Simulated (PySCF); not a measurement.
# phosphorous acid (PH3O3): electronic excitations and core binding energies

Aim: predict the electronic excitations and core binding energies of phosphorous acid (PH3O3) (`OP(O)O`).

Programs: PySCF 2.14.0, with density-fitted response routines of our own. Each step states its level of theory. These are calculated values for one molecule in the gas phase, unless marked as measured. Atoms count from 0, in the outputs and in this text.

### 1 The starting structure

7 atoms, charge 0, multiplicity 1; geometry from: GFN2-xTB.

Bonds of the start (Å): O0–P1 1.63, P1–O2 1.63, P1–O3 1.63, O0–H4 0.96, O2–H5 0.96, O3–H6 0.96.

### 2 Ultraviolet spectrum: PBE0/def2-SVPD

The job: settings as JSON, then the geometry in Å.

```
{"job": {"kind": "uv", "xc": "PBE0", "basis": "def2-SVPD", "nstates": 8, "ntriplets": 3}, "charge": 0, "multiplicity": 1}
O      1.110776    -0.820566    -0.410719
P      0.091445     0.012841     0.553494
O      0.080553     1.409642    -0.290365
O     -1.307019    -0.602661    -0.019894
H      2.035408    -0.624281    -0.272067
H     -0.475453     2.091884     0.080941
H     -1.532375    -1.461956     0.331532
```

Level: TDDFT PBE0/def2-SVPD, vertical, gas phase, core orbitals frozen in the response.

Launch:

```console
$ OMP_NUM_THREADS=1 python probes_run.py task.json out
```

This one command runs all jobs of the session in turn.

**Question.** This job is followed by: delta-SCF UKS SCAN, pcX-2 on the ionised atom, pcseg-1 elsewhere, spin-free X2C. What will the session give for the following? lowest singlet (PBE0/def2-SVPD); brightest single state of those computed; lowest triplet; surface potential, 1st and 99th percentile; O1s binding energies, SCAN/pcX-2; P1s binding energies, SCAN/pcX-2; P2p binding energies, SCAN/pcX-2.

As calculated:

| quantity | value |
| --- | --- |
| lowest singlet (PBE0/def2-SVPD) | 6.34 eV (196 nm), f = 0.112 |
| brightest single state of those computed | state 6, 8.15 eV, f = 0.251 |
| lowest triplet | 5.04 eV |
| surface potential, 1st and 99th percentile | -1.45 V and 2.67 V |
| O1s binding energies, SCAN/pcX-2 | O0 538.95 eV |
| P1s binding energies, SCAN/pcX-2 | P1 2152.98 eV |
| P2p binding energies, SCAN/pcX-2 | P1 139.19 eV |

What this shows: The first singlet state (HOMO→LUMO 0.98) lies at 6.34 eV and is bright; of the 8 states computed, the strongest absorption comes from state 6 at 8.15 eV. The lowest triplet lies 1.30 eV below the lowest singlet (triplets in Tamm-Dancoff, singlets in full TDDFT). States above −ε(HOMO) lie where TDDFT describes them poorly and they hang on the basis; the brightest is among them.
